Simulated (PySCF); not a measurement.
Species: P2H4.
Structure used (PBE0-D3(BJ)/def2-SVP), in Å, numbered top down from 1:
```
atom  x, y, z in Å
P1     0.5209    0.9413   -0.3438
P2    -0.5419   -0.9328    0.2900
H3     1.3605    0.9571    0.8137
H4     1.5000    0.2337   -1.1099
H5    -1.4137   -0.9289   -0.8440
H6    -1.4922   -0.2237    1.0900
```

Linear response at wB97X-D/def2-SVPD (PySCF, frozen core in the response, non-relativistic). One conformer (not necessarily the lowest) at the PBE0-D3(BJ)/def2-SVP geometry, without solvent, vibrations or thermal averaging.

Static isotropic polarisability: 56.81 au (8.42 Å³), principal values 48.9, 49.0, 72.5 au.

Q: What is the polarisability at 1064 nm and at the sodium D line?

A: 57.58 au at 1064 nm (+1.3 %), 59.43 au at 589.3 nm (+4.6 %). The rise at 589.3 nm is 3.43 times that at 1064 nm; a pure ω² law gives 3.26. The lowest singlet lies at 215 nm, shorter than both wavelengths.

Q: What is the isotropic C6 coefficient between two such molecules, C6 = (3/π)∫α(iω)² dω?

A: 1018 au (Eh·bohr⁶) by a ten-point quadrature over imaginary frequencies, which is 608 eV·Å⁶ or 58.7 J·nm⁶/mol.

Q: Which effective excitation energy ω̄ makes London's formula C6 = (3/4)α²ω̄ exact here?

A: ω̄ = 4·C6/(3α²) = 0.420 Eh = 11.4 eV. A one-pole form α(ω) = α/(1 − ω²/ω̄²) fitted to the 1064 nm value gives 10.1 eV.

Q: What n − 1 at the D line would an ideal gas of it have at 273.15 K and 1 atm (2.6868 × 10¹⁹ cm⁻³), by n − 1 = 2π·N·α′?

A: 14.87 × 10⁻⁴, a formal value whether or not that pressure can be reached.

Q: The lowest 6 singlets have (eV, f): 5.76, 0.223; 6.08, 0.000; 6.40, 0.000; 6.45, 0.027; 7.70, 0.097; 7.74, 0.000. What share of the static polarisability do they carry in the sum over states α = Σ f/ω²?

A: 6.66 au, 11.7 % of α; the largest term, 4.97 au, is that of the state at 5.76 eV. Their oscillator strengths add up to 0.35. Higher states carry the rest.

Q: How many electrons N does the Slater–Kirkwood formula C6 = (3/4)·√N·α^(3/2) need to give this C6?

A: N = (4·C6/3)²/α³ = 10.0; the species has 34 electrons in all.

Q: How anisotropic is the static polarisability, by Δα² = ½[(α1 − α2)² + (α2 − α3)² + (α3 − α1)²]?

A: Δα = 23.6 au, or 0.42 of the isotropic value.

wB97X-D is run here without its empirical dispersion term; that term would change no orbital, density or response property at a fixed geometry.
